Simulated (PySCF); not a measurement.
F2, SMILES FF. The structure is a stationary point at r2SCAN-D4/def2-TZVPD.

TDDFT-M06-2X/def2-TZVPD in PySCF puts the lowest singlet excitations at 4.29, 4.29, 8.30, 8.30, 12.91, 12.91 eV and the lowest triplet (TDA) at 3.23 eV.

**Question.** What are the lowest singlet roots from EOM-CCSD/aug-cc-pVDZ (PySCF)? (Estimate from the structure and the level; the computed values follow.)

**Answer.** 4.80, 4.80, 8.07, 8.07, 13.48, 13.48 eV; triplets 3.49, 3.49, 7.36 eV. S1 differs by 0.51 eV (second minus first; roots are paired by order, and the bases may differ).
